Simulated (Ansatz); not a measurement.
**Reading a saddle point**

A first-order saddle point of CH$_{5}$AlO, closed shell, PBE0-D4/def2-TZVP, with one imaginary mode of 356i cm⁻¹:

```
8
angstrom
Al -1.0405 0.1592 -0.5775
H -0.9083 -1.0418 0.5272
H -1.1981 -0.3538 -2.0694
H -1.6589 1.5080 -0.0075
O 0.9533 0.4522 -0.5277
C 1.1856 -0.0905 0.5495
H 1.9375 -0.8893 0.6191
H 0.7294 0.2561 1.4861
```

Ansatz 0.2.0; basis: def2-TZVPP and def2-QZVPP; cores frozen in the correlated methods. Extrapolation: Hartree–Fock as exp(−7.88 √X), correlation as X^−2.97.

Task: Which contacts change along the imaginary mode, and what lies on either side? (Judge from chemistry; the calculation decides.)

Result: The calculation gives: The step is CH₂O ([CH2][O]) + AlH₃ → CH₅AlO ([CH3][O][AlH2]), with the molecules in contact on both sides. Shortening one way: Al1–O5, H2–C6; lengthening the same way: Al1–H2.
```tsv
pair	one side (Å)	saddle (Å)	other side (Å)
Al1–O5	2.01	2.02	1.69
H2–C6	2.87	2.30	1.10
Al1–H2	1.61	1.64	3.53
```

Task: Which side is lower, and how far does the saddle lie above each? (To be estimated.)

Result: Computed: The side with Al1–O5, H2–C6 short is lower by 160.6 kJ/mol; the saddle lies 205.6 kJ/mol above it and 44.9 kJ/mol above the other (CCSD(T) at an estimated basis limit (MP2 extrapolated from triple and quadruple zeta, plus CCSD(T) − MP2 in triple zeta); electronic energies).

No T1 diagnostic of these runs exceeds 0.019.

Labels in which every atom is bracketed show which atoms are joined, not bond orders.

For scale, one of the runs: CCSD(T)/def2-TZVPP, 174 basis functions, launched by `ansatz run in.yaml --threads 2 --pin off --events-out ev --progress --plain --max-ram 4352MiB`. Time: 27 s of wall clock on 2 CPU threads of an Arm Neoverse V1; the host was shared. Peak host memory: 1.5 GiB.
